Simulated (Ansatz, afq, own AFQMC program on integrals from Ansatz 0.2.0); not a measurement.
**BSiH$_{2}$⁺, triplet: AFQMC among the cluster methods**

```yaml
atoms:
  - { symbol: Si, position_ang: [0.0000, -0.0471, 0.5518] }
  - { symbol: B, position_ang: [0.0000, -0.0605, -1.3633] }
  - { symbol: H, position_ang: [0.0000, 1.1711, 1.4474] }
  - { symbol: H, position_ang: [0.0000, 0.7893, -2.2001] }
```

Connectivity, by distances: SiH–BH.

Basis cc-pVTZ. Noble-gas cores (and the filled d shells of Ga–Kr and In–Xe) are frozen. Ansatz 0.2.0 and our own AFQMC program on the same integrals; the CISD trial comes from CCSD amplitudes, and released means the phaseless constraint is let go. ± is one standard error of the sampling.

Determinant: UHF, the one that the program's search chose, which needn't be the lowest solution. The geometry is a PBE0/def2-TZVP stationary point of this or a neighbouring charge and spin state.

No full CI on the walks' own integrals is used here; CCSDT(Q) serves as the reference and is uncertain by about the last step of the cluster series.

Cautions: lower spins were not checked; the released energies have errors that jump between times, so the bars are unsure, so no released level is given (meV from the phaseless value at times in 1/Eh: -5 ± 4 at 0.24, -15 ± 3 at 0.51, -61 ± 37 at 0.99, -27 ± 3 at 1.62, -26 ± 11 at 2.40).

```
T1 diagnostic                               : 0.0374
weight of the determinant in the CISD state : 0.876
⟨S²⟩ of the determinant                     : 2.023
size of the correlated space                : 8 electrons in 86 orbitals
```

| level | correlation energy (eV) |
| --- | --- |
| MP2 | -3.8703 |
| CCSD | -4.7747 |
| CCSD(T) | -4.9625 |

Q: Estimate where phaseless AFQMC with a CISD trial lies against CCSD(T) on the same integrals.

A: 2.3 ± 0.4 kJ/mol below CCSD(T).

Reference: CCSDT(Q), correlation energy -5.023 eV.

| level | E − E(reference) (kJ/mol) | share of correlation (%) |
| --- | --- | --- |
| CCSD(T) | 5.8 | 98.80 |
| CCSDT | 1.1 | 99.78 |
| ph-AFQMC/CISD | 3.6 ± 0.4 | 99.26 |

A walk keeps the symmetry of its determinant, which the program's search chose and which needn't be the lowest solution, so a lower state of the same spin and another symmetry isn't excluded.
